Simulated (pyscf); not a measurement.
PySCF, gas phase, ωB97X-D3(BJ)/def2-SVP geometries. MP2 and CC: frozen core, UHF for open shells. ΔMP2 is the change of the MP2 total energy from the triple- to the quadruple-zeta basis.

### Question
PBE/def2-TZVP puts the barrier of Cl–Au + H atom (H•) -> Au• + hydrogen chloride (HCl) (atom transfer; doublet surface; Au–Cl broken, Cl–H formed) at -16.2 kJ/mol and the reaction energy at -153.3 kJ/mol, from the separated reactants. What do B3LYP-D3(BJ)/def2-TZVP, ωB97M-D3(BJ)/def2-TZVP, CCSD(T)/def2-TZVPP + ΔMP2(QZVPP) give on the same structures?

### Answer
B3LYP-D3(BJ): ΔE‡ = -13.9 kJ/mol, ΔE = -174.2 kJ/mol; ωB97M-D3(BJ): ΔE‡ = 11.9 kJ/mol, ΔE = -170.6 kJ/mol; CCSD(T): ΔE‡ = 8.2 kJ/mol, ΔE = -163.6 kJ/mol. PBE's barrier lies under all of them, by 2.4 to 28.1 kJ/mol. Its reaction energy lies over all of them, by 10.3 to 21.0 kJ/mol. At PBE, B3LYP-D3(BJ) this geometry lies under the reactants; that is no barrier but a single point on another level's saddle; such a level's own saddle, if it has one, lies nearer that side and is low. The reactants may also form a dative adduct at Cl–Au; it and routes through it were not searched. The angle at the transferred Cl is 179°. The CCSD(T) − MP2 part came from Ansatz, without density fitting, on the same reference. The frozen core leaves the outer d or s,p core shells of the metals and heavy elements correlated in the MP2 and CC values, and def2-TZVPP describes them poorly, which can shift differences by a few kcal/mol. Open-shell species with a d-block atom are single-reference here; other states, and whether the spin sits on metal or ligand, were not checked. Elements past Kr carry the def2 core potentials, without spin-orbit coupling.
